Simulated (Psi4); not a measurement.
Process, species as SMILES: Cl[C]Cl (closed-shell singlet) + 3 [H][H] (H2) → C (CH4) + 2 Cl (HCl)
B3LYP-D3(BJ)/def2-TZVP geometries, fixed; electronic energies without zero-point terms.

Effect of the grid (radial, spherical points) at PBE/aug-cc-pV(T+d)Z with Psi4, against the last row, where the energy of full hydrogenation is -125.15 kcal/mol.

| setting | grid points, largest species | largest shift of a total energy (mEh) | shift of the energy of full hydrogenation (kcal/mol) |
|---|---|---|---|
| grid: 35, 110 | 19031 | 2.224 | -0.021 |
| grid: 50, 194 | 47878 | -0.026 | -0.004 |
| grid: 75, 302 | 110187 | 0.002 | 0.003 |
| grid: 99, 590 | 282494 | 0.000 | 0.000 |
| grid: 150, 974 | 705203 | 0.000 | 0.000 |

Within 0.02 kcal/mol in the energy of full hydrogenation: grid: 50, 194; grid: 75, 302; grid: 99, 590. The largest shift is 2.224 mEh in a total energy and 0.021 kcal/mol in the difference.
